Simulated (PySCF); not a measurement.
Bonds: B1-C4 1.508 Å, C4-C5 1.221 Å. B1 carries H2, H3; C5 carries H6.

- shielding tensors at PBE0/pcSseg-1 (GIAO)
- PBE0-D3(BJ)/def2-SVP geometry
- program: PySCF 2.14.0 with density-fitted response routines
- single conformer, non-relativistic Hamiltonian, fast rotation and ring inversion assumed for equivalent nuclei, gas phase

Chemical shifts δ = σref − σ; $^{13}$C and $^{1}$H vs TMS; $^{11}$B against BF3·OEt2, all at this level.

```tsv
atoms	nucleus	count	Hirshfeld charge	δ (ppm)
H2/H3	$^{1}$H	2	-0.05	6.82
H6	$^{1}$H	1	0.10	?
B1	$^{11}$B	1	0.16	?
C4	$^{13}$C	1	-0.11	98.9
C5	$^{13}$C	1	-0.06	148.9
```

Question: Fill in the missing shifts.

Answer: 
- H6: 5.91 ppm, hydrogen on a carbon bonded to C
- B1: 70.2 ppm, boron bonded to C, 2 H

Hydrogens on boron are broadened and split by $^{11}$B (spin 3/2, 80 %) and 10B (spin 3). A carbon bonded to boron is broadened by the quadrupolar boron nucleus and is often missing from a measured spectrum. Shifts are as computed. Against solution values, carbons near 30 ppm lie about +2 ppm off and those near 130 ppm about +5 ppm. Of 1211 compounds with measured shifts, 218 miss one by over three times the rms of a fit or turn the order of signals round; such compounds aren't used in these exercises.
